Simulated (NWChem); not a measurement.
## Correlation energy of B (+1)

```xyz
1

B      0.0000     0.0000     0.0000
```
Charge +1, spin multiplicity 1.

Program: NWChem.

Basis set: cc-pVTZ. Each correlation energy counts from its own Hartree-Fock reference.

The correlated methods keep 1 core orbital frozen. Coupled-cluster values serve here as a point of comparison, not as the truth.

### Question
Order these methods by the correlation energy they give, lowest first: RI-MP2, SCS-MP2, CCSD.

### Answer
CCSD (-59.8 mHa), SCS-MP2 (-43.1 mHa), RI-MP2 (-35.9 mHa)
